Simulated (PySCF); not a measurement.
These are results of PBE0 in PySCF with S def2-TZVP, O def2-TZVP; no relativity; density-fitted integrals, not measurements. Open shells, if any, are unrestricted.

Problem. What shape and geometry does isolated singlet SO₂ take (every ligand bound to S)?

Solution. Counting electrons, sulfur keeps 2 of its valence electrons outside its bonds, so the VSEPR class is AX2E1 and the expected shape is bent (C2v), as computed. The lowest minimum found is a singlet of C2v symmetry with S–O 1.431 Å (×2); O–S–O 118.9°. Its harmonic wavenumbers are 532 (a1), 1218 (a1), 1421 (b2) cm⁻¹ and its dipole moment is 1.69 D.
